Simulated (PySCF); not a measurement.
Species: disulfane, H2S2.
Cartesian coordinates in Å at the PBE0-D3(BJ)/def2-TZVP level; atoms count from 1:
```
atom  x, y, z in Å
S1     1.0135    0.4866    0.3759
S2    -0.9483    0.4591   -0.2013
H3     1.5053   -0.3715   -0.5377
H4    -1.3750   -0.5514    0.5798
```

All values: wB97X-D/pcSseg-2 (PySCF, non-relativistic), on one gas-phase PBE0-D3(BJ)/def2-TZVP geometry that isn't relaxed in the solvent. The solvent is an IEF-PCM continuum (van der Waals radii × 1.2). The model holds no explicit solvent molecules, cavitation or dispersion.

Gas phase at wB97X-D/pcSseg-2: HOMO -9.46 eV, LUMO 0.81 eV, dipole 1.39 D.

What does the continuum do to the energy, the frontier levels and the dipole at wB97X-D/pcSseg-2 in chloroform?

```json
{"solvent": "chloroform", "ε": "4.711", "E(solvent) − E(gas) (kcal/mol)": "-2.27", "polarisation term (kcal/mol)": "-2.56", "distortion of the solute (kcal/mol)": "0.29", "HOMO (eV)": "-9.38", "LUMO (eV)": "0.92", "dipole (D)": "1.71"}
```

The first energy column is the sum of the next two and covers electrostatics alone.

Which radius a makes the point-dipole formula ΔE = −[(ε − 1)/(2ε + 1)]·μ²/a³ give the value in chloroform, with the gas-phase dipole?

μ = 0.545 au and |ΔE| = 0.00362 Eh give a = 1.63 Å; the farthest nucleus lies 1.62 Å from the centroid of the nuclei. The formula assumes a rigid point dipole at the centre of a sphere.

Give the dipole vector in the frame of the coordinates (D, pointing from negative to positive charge), gas and chloroform.

Gas (0.05, -1.38, -0.10), solvent (0.06, -1.71, -0.12). Its length changes by +24 % and its direction by less than 1°.

wB97X-D is run here without its empirical dispersion term; that term would change no orbital, density or response property at a fixed geometry.
